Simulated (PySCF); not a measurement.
PySCF input (M06-2X/6-311+G**):

```python
from pyscf import gto, dft

mol = gto.M(
    atom='''
    C    -0.00000000   -0.00000000   -0.48944061
    C     0.00000000    0.00000000    0.74906153
    H    -0.00000000   -0.00000000   -1.55772552
    ''',
    basis='6-311+g**',
    charge=-1,
    spin=0,
    verbose=4,
)

mf = dft.RKS(mol, xc='m062x')
mf.grids.level = 4
mf.conv_tol = 1e-9
mf.max_cycle = 100
mf.max_memory = 1500
mf.kernel()
if not mf.converged:
    mf = mf.newton()
    mf.kernel(mf.make_rdm1())
mf.dip_moment()
```

From the last part of the output:

```
diis_damp = 0
SCF conv_tol = 1e-09
SCF conv_tol_grad = None
SCF max_cycles = 100
direct_scf = True
direct_scf_tol = 1e-13
XC library pyscf.dft.libxc version 7.1.2
    S. Lehtola, C. Steigemann, M. J. T. Oliveira, and M. A. L. Marques,  SoftwareX 7, 1–5 (2018)
XC functionals = m062x
    Y. Zhao and D. G. Truhlar,  Theor. Chem. Acc. 120, 215 (2008)
    Y. Zhao and D. G. Truhlar,  Theor. Chem. Acc. 120, 215 (2008)
radial grids:
    Treutler-Ahlrichs [JCP 102, 346 (1995); DOI:10.1063/1.469408] (M4) radial grids

becke partition: Becke, JCP 88, 2547 (1988); DOI:10.1063/1.454033
pruning grids: <function nwchem_prune>
grids dens level: 4
symmetrized grids: False
atomic radii adjust function: <function treutler_atomic_radii_adjust>
small_rho_cutoff = 0
Set gradient conv threshold to 3.16228e-05
Initial guess from minao.
tot grids = 72928
init E= -76.7094005682176
  HOMO = -0.3125555522761  LUMO = 0.00843035134233062  gap/eV = 8.73447
cycle= 1 E= -76.6371341058938  delta_E= 0.0723  |g|= 0.435  |ddm|= 1.46
  HOMO = 0.0493547501319919  LUMO = 0.157088755338634  gap/eV = 2.93159
cycle= 2 E= -76.6178812688162  delta_E= 0.0193  |g|= 0.529  |ddm|= 4.29
  HOMO = -0.0702086809278489  LUMO = 0.169303687602412  gap/eV = 6.51746
cycle= 3 E= -76.7060261809275  delta_E= -0.0881  |g|= 0.0823  |ddm|= 3.33
  HOMO = -0.077651916013652  LUMO = 0.165095033936367  gap/eV = 6.60548
cycle= 4 E= -76.7074508819522  delta_E= -0.00142  |g|= 0.0402  |ddm|= 0.114
  HOMO = -0.0790924846639919  LUMO = 0.163890383917447  gap/eV = 6.61190
cycle= 5 E= -76.7078512308689  delta_E= -0.0004  |g|= 0.00245  |ddm|= 0.0493
  HOMO = -0.0786854712384717  LUMO = 0.163761218588316  gap/eV = 6.59731
cycle= 6 E= -76.7078540396094  delta_E= -2.81e-06  |g|= 0.000412  |ddm|= 0.0152
  HOMO = -0.078579327795829  LUMO = 0.163765335599674  gap/eV = 6.59453
cycle= 7 E= -76.7078541161178  delta_E= -7.65e-08  |g|= 5.25e-05  |ddm|= 0.00601
  HOMO = -0.0785848768501854  LUMO = 0.163757974714169  gap/eV = 6.59448
cycle= 8 E= -76.7078541174221  delta_E= -1.3e-09  |g|= 1.03e-05  |ddm|= 0.0014
  HOMO = -0.0785857290192232  LUMO = 0.163757758711455  gap/eV = 6.59450
cycle= 9 E= -76.7078541174631  delta_E= -4.09e-11  |g|= 1.01e-06  |ddm|= 0.0003
  HOMO = -0.0785860150770613  LUMO = 0.163757859817018  gap/eV = 6.59451
Extra cycle  E= -76.7078541174634  delta_E= -3.69e-13  |g|= 7.69e-07  |ddm|= 3.82e-05
converged SCF energy = -76.7078541174634

WARN: System has nonzero charge -1; the dipole moment is origin-dependent.
Location of origin: [0. 0. 0.]

Dipole moment(X, Y, Z, Debye): -0.00000, -0.00000, -3.43333
```

The dipole moment of an ion depends on the origin.
